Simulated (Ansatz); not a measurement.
# B2HSi: the cost of one run

Computed with Ansatz 0.2.0, Gaussian basis. Level: def2-QZVPP, all electrons in the functionals.

Plan: PBE, BLYP, r2SCAN, B97M-V, PBE0, B3LYP, at charge 0, quartet; charge 0, doublet; charge 0, sextet; charge 1, triplet; charge 1, quintet.

### 1 What is computed

The geometry is a PBE0/def2-TZVP stationary point (not a proven minimum).

4 atoms, charge 0, spin multiplicity 4.

Atoms are counted from 1 here; the program's logs count them from 0.

Bond lengths: B1–B2 1.555 Å, B1–H4 1.178 Å, B2–Si3 1.975 Å. Angles: B2–B1–H4 180.0°, B1–B2–Si3 180.0°.

No dispersion term is added; B97M-V holds VV10 nonlocal correlation. B3LYP takes the VWN-RPA correlation.

The geometry shown and the zero of energy belong to the point charge 0, quartet. The yardstick, UCCSD(T), and other wave-function levels (R restricted, U unrestricted, valence and pair active spaces) come from earlier runs.

### 2 PBE, charge 0, quartet

Input file in.yaml:

```yaml
crystal:
  periodic: [false, false, false]
  atoms:
    - {symbol: B, position_ang: [0.000000, 0.000000, -0.976964]}
    - {symbol: B, position_ang: [0.000000, 0.000000, 0.578505]}
    - {symbol: Si, position_ang: [0.000000, 0.000000, 2.553858]}
    - {symbol: H, position_ang: [0.000000, 0.000000, -2.155400]}
basis:
  gaussian: {orbitals: "def2-QZVPP.json"}
magnetization: {spin_polarized: true, initial_magnetization: 3}
hamiltonian: {xc: {name: PBE}}
output: {orbitals: {seedname: orbitals}}
```

The run is started by

```sh
ansatz run in.yaml --threads 1 --pin off --events-out ev --progress --plain --max-ram 2393MiB
```

**Question.** How long does this run take on 1 thread of Arm Neoverse V1, shared host, and how much memory does it need?

About 37 s, with a peak of 0.49 GiB.
